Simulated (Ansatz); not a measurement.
in.yaml

```yaml
crystal:
  periodic: [false, false, false]
  atoms:
    - {symbol: Ge, position_ang: [0.000000, -0.035871, 0.645964]}
    - {symbol: C, position_ang: [0.000000, 0.061740, -1.235333]}
    - {symbol: N, position_ang: [0.000000, 0.040290, -2.393320]}
    - {symbol: H, position_ang: [0.000000, 1.289585, 1.425554]}
basis:
  gaussian: {orbitals: STO-3G}
total_charge: 1
magnetization: {spin_polarized: false, initial_magnetization: 1}
correlation: {method: ccsdt_q_b, electrons: outside_noble_gas, diis_vectors: 2}
```

```sh
$ ansatz run in.yaml --threads 1 --pin off --events-out ev --progress --plain --max-ram 2393MiB
```

Output:

```
413 factors; integrals over basis functions are off by at most 4.4e-8 eV
mean field evaluation 1: about -58312.7029 eV, gradient 3.8e1 eV
mean field evaluation 2: about -58312.7165 eV, gradient 3.8e1 eV
mean field evaluation 4: about -58318.1162 eV, gradient 1.4e1 eV
mean field evaluation 8: about -58318.8724 eV, gradient 6.6e-2 eV
mean field evaluation 16: about -58302.1408 eV, gradient 6.3e1 eV
mean field evaluation 32: about -58316.0796 eV, gradient 3.6e-2 eV
mean field evaluation 64: about -58316.0796 eV, gradient 3.4e-1 eV
mean field evaluation 96: about -58314.5199 eV, gradient 4.7e-1 eV
mean field evaluation 128: about -58314.9788 eV, gradient 1.3e0 eV
mean field -58318.86978317 eV, -2143.1789345819 hartree, gradient 1.1e-6 eV, S^2 0.750000; 1 other end points of the search recorded, 0 dependent functions left out
mean field evaluation 160: about -58314.2681 eV, gradient 7.5e0 eV
determinant -58318.86978317 eV, -2143.1789345819 hartree, with singles and doubles -58323.98421357 eV, -2143.3668864324 hartree
determinant -58316.07839868 eV, -2143.0763530940 hartree, with singles and doubles -58321.62865725 eV, -2143.2803213342 hartree
16 core orbitals not correlated, not the lowest: weight in the atoms' cores, before any rotation towards them, 0.901 or more for the frozen orbitals, at most 0.113 for the correlated occupied ones
reference -58318.86978317 eV, -2143.1789345819 hartree; 7, 6 occupied and 6, 7 virtual orbitals, 413 factors
second order -4.74311496 eV of doubles, -0.00856091 eV of singles
...
cycle  23  -5.21994647 eV  change    2.5e-7 eV  update   1.6e-5
cycle  24  -5.21994903 eV  change   -2.6e-6 eV  update   1.3e-5
cycle  25  -5.21995295 eV  change   -3.9e-6 eV  update   8.4e-6
cycle  26  -5.21995206 eV  change    8.9e-7 eV  update   6.9e-6
cycle  27  -5.21995393 eV  change   -1.9e-6 eV  update   4.7e-6
cycle  28  -5.21995496 eV  change   -1.0e-6 eV  update   4.2e-6
cycle  29  -5.21995502 eV  change   -5.9e-8 eV  update   3.1e-6
cycle  30  -5.21995651 eV  change   -1.5e-6 eV  update   2.3e-6
cycle  31  -5.21995640 eV  change    1.1e-7 eV  update   1.9e-6
cycle  32  -5.21995657 eV  change   -1.7e-7 eV  update   1.4e-6
perturbative correction -0.05865663 eV, -0.0021555913 hartree
Total energy: -58324.14839637 eV, -2143.3729200389 hartree
```

Ran on 1 thread of Intel Xeon, shared host: 16 s wall, 0.19 GiB peak host memory.
